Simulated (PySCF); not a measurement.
**C5H6: electronic excitations and core binding energies**

Aim: predict the electronic excitations and core binding energies of C5H6 (`C=CC#CC`).

Computed with PySCF 2.14.0, with density-fitted response routines of our own, on a single molecule in the gas phase. Atoms are numbered from 0 throughout.

## 1. The molecule as given

11 atoms, charge 0, multiplicity 1; geometry from: GFN2-xTB.

Bonds of the start (Å): C0–C1 1.33, C1–C2 1.41, C2–C3 1.20, C3–C4 1.45, C0–H5 1.08, C0–H6 1.08, C1–H7 1.08, C4–H8 1.09, C4–H9 1.09, C4–H10 1.09.

## 2. Ultraviolet spectrum: CAM-B3LYP/def2-SVPD

Job settings and geometry (Å):

```
{"job": {"kind": "uv", "xc": "CAM-B3LYP", "basis": "def2-SVPD", "nstates": 8, "ntriplets": 3}, "charge": 0, "multiplicity": 1}
C     -2.492857     0.290242    -0.189151
C     -1.494273    -0.512318    -0.539504
C     -0.146799    -0.278852    -0.192814
C      1.006900    -0.090753     0.092514
C      2.391389     0.138849     0.436880
H     -2.323117     1.179600     0.394636
H     -3.510075     0.082756    -0.474033
H     -1.674845    -1.405498    -1.126463
H      2.457551     0.712049     1.361665
H      2.908421    -0.811708     0.569699
H      2.883130     0.698303    -0.359394
```

Method: TDDFT CAM-B3LYP/def2-SVPD, vertical, gas phase, core orbitals frozen in the response.

**Question.** This job is followed by: delta-SCF UKS SCAN, pcX-2 on the ionised atom, pcseg-1 elsewhere, spin-free X2C. What will the session give for the following? lowest singlet (CAM-B3LYP/def2-SVPD); brightest single state of those computed; lowest triplet; C1s binding energies, SCAN/pcX-2 (standing for 2 of 5 atoms).

As calculated:

| quantity | value |
| --- | --- |
| lowest singlet (CAM-B3LYP/def2-SVPD) | 5.36 eV (231 nm), f = 0.000 |
| brightest single state of those computed | state 8, 7.70 eV, f = 0.497 |
| lowest triplet | 3.48 eV |
| C1s binding energies, SCAN/pcX-2 (standing for 2 of 5 atoms) | C4 291.47, C0 289.91 eV |

What this shows: The first singlet state (HOMO−1→LUMO 0.95) lies at 5.36 eV and is dark; of the 8 states computed, the strongest absorption comes from state 8 at 7.70 eV (the last computed, so partners may be missing). The lowest triplet lies 1.88 eV below the lowest singlet (triplets in Tamm-Dancoff, singlets in full TDDFT). The C1s levels kept as sound span 1.56 eV, from C0 (terminal =CH2 carbon) up to C4 (propargylic methyl carbon). Only 2 of the 5 C atoms are covered by sound results.
